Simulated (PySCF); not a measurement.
Fill in the blanks.

Compound: protonated nitrous oxide, HN2O (charge +1).
Atom-mapped SMILES: `[NH:1]=[N+:2]=[O:3]` (hydrogens: H4 on N1)

```csv
property,level,value
point group of the GFN2-xTB geometry,GFN2-xTB,?
rotational constant B (linear) of the GFN2-xTB geometry,GFN2-xTB,?
HOMO energy,PBE0/pcSseg-1,?
LUMO energy,PBE0/pcSseg-1,-8.61 eV
1H chemical shifts (computed TMS as zero) by class,GIAO PBE0/pcSseg-1,?
"isotropic shieldings of nuclei other than C and H, by class",GIAO PBE0/pcSseg-1,?
largest of the computed one-bond spin–spin couplings (means over like bonds),B3LYP/pcJ-1,?
```

The electronic properties come from PySCF, for the isolated species, density fitting.

(1) What is the point group of the GFN2-xTB geometry?

(2) Give the 1H chemical shifts (computed TMS as zero) by class.

(3) The isotropic shieldings of nuclei other than C and H, by class?

(4) What is the rotational constant B (linear) of the GFN2-xTB geometry?

(5) The HOMO energy?

(6) The largest of the computed one-bond spin–spin couplings (means over like bonds)?

Results:

(1) C∞v.

(2) 8.39 (H4) ppm.

(3) 39 (N2), 193 (N1), 166 (O3) ppm.

(4) 12.147 GHz.

(5) -18.42 eV.

(6) 15N–1H -214.6 (N1–H4), 17O–15N -40.1 (O3–N2), 15N–15N +36.0 (N1–N2) Hz.

For a rigid linear rotor the levels are B·J(J + 1), so J = 1 lies 2B = 24.29 GHz above J = 0.

For the NMR shielding job (PBE0/pcSseg-1), hardware: one thread, x86-64 server, no GPU, on a shared host. Cost: 3.3 s wall.
